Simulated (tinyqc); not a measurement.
Inside a calculation. Method: UHF in the sto-3g basis, for LiH, spin multiplicity 3. This run ends on a higher stationary point, not on the lowest solution. One step of it, computed by the program tinyqc.

Problem. Iteration 3: DIIS coefficients. Solve [B -1; -1 0][c; lambda] = [0; -1] for the coefficients, which sum to one.

B (overlaps of the stored error matrices):
```
,1,2,3
1,8.4180938e-02,1.8497247e-02,2.0063609e-03
2,1.8497247e-02,5.4336490e-03,9.9202811e-04
3,2.0063609e-03,9.9202811e-04,2.7269761e-04
```

Give: DIIS coefficients.

Solution.

DIIS coefficients: 0.0965  -0.6022  1.5057
